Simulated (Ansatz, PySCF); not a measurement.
Molecule: AlF3, charge 0, multiplicity 1. SMILES: [F][Al]([F])[F]
Coordinates optimised at B3LYP-D3(BJ)/def2-TZVP (Ansatz, a first-principles code):
```
Al
F 1 1.6342
F 1 1.6342 2 120.00
F 1 1.6342 2 120.00 3 -180.00
```

Wanted: vertical ionisation energy (to the doublet state of charge +1; each state is the SCF solution reached for its spin; the molecule has degenerate orbitals, so one determinant may break the symmetry; for the doublet the Hartree-Fock reference is unstable and T1 is 0.051), in eV. Cores are frozen in the correlated levels unless marked. Open shells are spin-unrestricted. No spin-orbit coupling. No relativistic terms. 

| level | program | vertical ionisation energy (eV) |
|---|---|---|
| RI-HF/aug-cc-pV(T+d)Z | Ansatz | 14.13 |
| PBE0/def2-TZVPD | Ansatz | 14.39 |
| BHLYP/def2-TZVPD | Ansatz | 15.15 |
| M06-2X/def2-TZVPD | PySCF | 15.27 |
| wB97M-V/def2-TZVPD | Ansatz | 14.86 |
| RI-MP2/aug-cc-pV(T+d)Z | Ansatz | 16.10 |

For comparison, minus the highest occupied orbital energy (PySCF): 10.63 eV at TPSSh/def2-TZVPD, 12.79 eV at MN15/def2-TZVPD, 9.94 eV at M06-L/def2-TZVPD.
